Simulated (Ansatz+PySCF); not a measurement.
Values are calculated unless marked as measured or tabulated.
## PySCF 2.14.0 run

```python
from pyscf import gto, scf, mp

# the (T+d) and (D+d) sets load through basis_set_exchange
mol = gto.M(atom="""
S 0.000000 -0.401090 0.000000
O 0.000000 0.200540 1.348840
O 0.000000 0.200540 -1.348840
""", basis={'O': 'cc-pvtz', 'S': 'cc-pv(t+d)z'}, charge=1, spin=1)
mf = scf.UHF(mol)
mf.kernel()
pt = mp.MP2(mf, frozen=7).run()
print(mf.e_tot, pt.e_corr, pt.e_tot)
```

The script is written out from the run's settings.

The run gave:

| Item | Value |
| --- | --- |
| Converged | yes |
| Reference energy | -546.84821 hartree |
| Correlation energy | -0.66106 hartree |
| Total energy | -547.50926 hartree |
| Spin squared of the determinant | 0.818 |

The reference isn't the lowest determinant (another lies 0.51 eV lower), but the same method gives a higher total on the lower determinant. Caution: large share of triples, a single reference is doubtful; MP2 on this radical cation hangs on the determinant chosen.
